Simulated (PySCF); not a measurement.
**Working out the ionisation energy of F**

F [He] 2s2 2p5 (2P) → F⁺ [He] 2s2 2p4 (3P). Calculation: PySCF 2.14, in aug-cc-pVTZ (5s4p3d2f, 46 functions); no relativity, point nucleus. Frozen: 1s2. Energies in hartree (1 hartree = 27.21139 eV):

| part | F (lower) | F⁺ (upper) |
| --- | --- | --- |
| UHF | -99.406879 | -98.830877 |
| MP2 opposite-spin | -0.155549 | -0.109770 |
| MP2 same-spin | -0.049677 | -0.035241 |

Question: What does Hartree-Fock give?

Answer: (-98.830877) − (-99.406879) = 0.576002 hartree = 15.674 eV.

Question: What do MP2 and SCS-MP2 (6/5 opposite-spin, 1/3 same-spin) give?

Answer: The opposite-spin parts differ by 1.246 eV and the same-spin parts by 0.393 eV. MP2: 15.674 + (1.246) + (0.393) = 17.313 eV. SCS-MP2: 15.674 + 1.2 × (1.246) + (0.393)/3 = 17.300 eV.

Measured between the centres of the two terms (NIST): 17.427 eV, so MP2 (valence) is off by -0.114 eV.

What remains against the reference includes basis incompleteness, the frozen core and correlation beyond second order.
